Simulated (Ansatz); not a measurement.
These are CAM-B3LYP-D3(BJ)/def2-TZVP run with Ansatz (a program for electronic structure) values and carry that method's errors. No frequencies were computed at this level.

Ansatz 0.2 input:
```yaml
crystal:
  periodic: [false, false, false]
  atoms:
    - { symbol: N, position_ang: [-0.001195, 0.388545, -0.000001] }
    - { symbol: H, position_ang: [-0.829381, -0.196811, 0.000003] }
    - { symbol: H, position_ang: [0.830576, -0.191734, -0.000003] }
basis:
  gaussian: { orbitals: def2-tzvp }
hamiltonian:
  xc: cam_b3lyp
  dispersion: d3bj
relax:
  max_steps: 150
magnetization:
  spin_polarized: true
  initial_magnetization: 1
```

Output:

```
Functional definition: CAM-B3LYP
243 factors; their error is unknown
87 factors; integrals over basis functions are off by at most 2.4e-6 eV
mean field evaluation 1: about -1518.4560 eV, gradient 2.3e1 eV
mean field evaluation 2: about -1518.6907 eV, gradient 2.1e1 eV
mean field evaluation 4: about -1520.4228 eV, gradient 1.2e-1 eV
mean field evaluation 8: about -1520.4195 eV, gradient 2.6e-2 eV
mean field -1520.41950974 eV, -55.8743864057 hartree, gradient 4.4e-5 eV, S^2 0.753062; 0 other end points of the search recorded, 0 dependent functions left out
reference -1520.41957294 eV, -55.8743887283 hartree; 5, 4 occupied and 38, 39 virtual orbitals, 243 factors
relax step   1: F+E_penalty+E_count = -1520.42706176 eV  Δ(F+E_penalty+E_count) = +0.000e0 eV  max|allowed force component| = 1.033e0 eV/Å  Δτ_max = 0.0000 Å  (28 SCF iters, accepted)
these checks for a lower state are left out or cut short: starts, cluster_reference, orbital_swaps, neighbouring_geometries, increment
243 factors; their error is unknown
87 factors; integrals over basis functions are off by at most 2.3e-6 eV
mean field evaluation 16: about -1520.4388 eV, gradient 8.4e-1 eV
mean field -1520.43898353 eV, -55.8751020540 hartree, gradient 1.4e-5 eV, S^2 0.753085; 0 other end points of the search recorded, 0 dependent functions left out
reference -1520.43904633 eV, -55.8751043620 hartree; 5, 4 occupied and 38, 39 virtual orbitals, 243 factors
relax step   2: F+E_penalty+E_count = -1520.44653669 eV  Δ(F+E_penalty+E_count) = -1.947e-2 eV  max|allowed force component| = 5.041e-1 eV/Å  Δτ_max = 0.0173 Å  (32 SCF iters, accepted)
these checks for a lower state are left out or cut short: starts, cluster_reference, orbital_swaps, neighbouring_geometries, increment
243 factors; their error is unknown
87 factors; integrals over basis functions are off by at most 2.2e-6 eV
mean field -1520.44510172 eV, -55.8753268934 hartree, gradient 1.4e-5 eV, S^2 0.753105; 0 other end points of the search recorded, 0 dependent functions left out
reference -1520.44516421 eV, -55.8753291898 hartree; 5, 4 occupied and 38, 39 virtual orbitals, 243 factors
relax step   3: F+E_penalty+E_count = -1520.45265613 eV  Δ(F+E_penalty+E_count) = -6.119e-3 eV  max|allowed force component| = 4.070e-2 eV/Å  Δτ_max = 0.0181 Å  (31 SCF iters, accepted)
these checks for a lower state are left out or cut short: starts, cluster_reference, orbital_swaps, neighbouring_geometries, increment
243 factors; their error is unknown
87 factors; integrals over basis functions are off by at most 2.3e-6 eV
mean field evaluation 32: about -1520.4485 eV, gradient 2.2e-1 eV
mean field -1520.44519733 eV, -55.8753304070 hartree, gradient 1.4e-5 eV, S^2 0.753112; 0 other end points of the search recorded, 0 dependent functions left out
reference -1520.44525983 eV, -55.8753327040 hartree; 5, 4 occupied and 38, 39 virtual orbitals, 243 factors
relax step   4: F+E_penalty+E_count = -1520.45275164 eV  Δ(F+E_penalty+E_count) = -9.550e-5 eV  max|allowed force component| = 2.471e-2 eV/Å  Δτ_max = 0.0034 Å  (34 SCF iters, accepted)
these checks for a lower state are left out or cut short: starts, cluster_reference, orbital_swaps, neighbouring_geometries, increment
243 factors; their error is unknown
87 factors; integrals over basis functions are off by at most 2.3e-6 eV
mean field -1520.44521708 eV, -55.8753311331 hartree, gradient 1.1e-5 eV, S^2 0.753109; 0 other end points of the search recorded, 0 dependent functions left out
reference -1520.44527959 eV, -55.8753334302 hartree; 5, 4 occupied and 38, 39 virtual orbitals, 243 factors
relax step   5: F+E_penalty+E_count = -1520.45277139 eV  Δ(F+E_penalty+E_count) = -1.976e-5 eV  max|allowed force component| = 4.862e-5 eV/Å  Δτ_max = 0.0008 Å  (24 SCF iters, accepted)
243 factors; their error is unknown
87 factors; integrals over basis functions are off by at most 2.3e-6 eV
mean field -1520.44521708 eV, -55.8753311331 hartree, gradient 1.2e-5 eV, S^2 0.753109; 1 other end points of the search recorded, 0 dependent functions left out
reference -1520.44527959 eV, -55.8753334302 hartree; 5, 4 occupied and 38, 39 virtual orbitals, 243 factors
Total energy: -1520.45283390 eV, -55.8756110459 hartree
Atom 0 at    -0.001293     0.422392    -0.000001 Å, force     0.000002    -0.000049     0.000000 eV/Å
Atom 1 at    -0.806333    -0.213666     0.000003 Å, force     0.000023     0.000024    -0.000000 eV/Å
Atom 2 at     0.807627    -0.208726    -0.000003 Å, force    -0.000025     0.000025     0.000000 eV/Å
Dipole moment:     0.001263    -0.412726     0.000001 e Å
```

Cost: about 2.9 core-seconds (a rough figure).
